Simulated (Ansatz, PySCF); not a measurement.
Reaction (SMILES): C=O (CH2O) [formaldehyde] + H+ → C=[OH+]
Each molecule is optimised on its own at B3LYP-D3(BJ)/def2-TZVP (Ansatz, a program for electronic structure).
Geometry of the first species:
SMILES: C=O
```xyz
4

O     -0.0009    -0.0102     0.6728
C      0.0007     0.0079    -0.5259
H     -0.0027     0.9554    -1.0993
H      0.0057    -0.9218    -1.1276
```

Property: proton affinity (enthalpy at 298 K, with B3LYP-D3(BJ) rigid-rotor harmonic-oscillator terms from PySCF), positive where the reaction releases energy, in kJ/mol. Correlated levels leave the core frozen unless marked. Spin-orbit coupling is left out. No relativistic terms. CBS(X,Y): correlation extrapolated as X^-3; Hartree-Fock from the larger set. The bracket is a focal-point correction in the basis named.

```
level                                                              program  proton affinity (kJ/mol)  minus last row
----------------------------------------------------------  --------------  ------------------------  --------------
HF/cc-pVDZ                                                          Ansatz                     746.4            33.3
SVWN5/def2-TZVPD                                                    Ansatz                     682.4           -30.7
BLYP-D3(BJ)/def2-TZVPD                                      Ansatz + dftd3                     701.8           -11.3
TPSSh-D4/def2-TZVPD                                          PySCF + dftd4                     716.8             3.7
SCS-MP2/def2-TZVPP                                                  Ansatz                     715.8             2.7
RI-MP2/CBS(def2-TZVPP,def2-QZVPP)+[CCSD(T)-MP2]/def2-QZVPP          Ansatz                     713.7             0.6
CCSD(T)/CBS(cc-pVTZ,cc-pVQZ)                                        Ansatz                     713.1             0.0
```
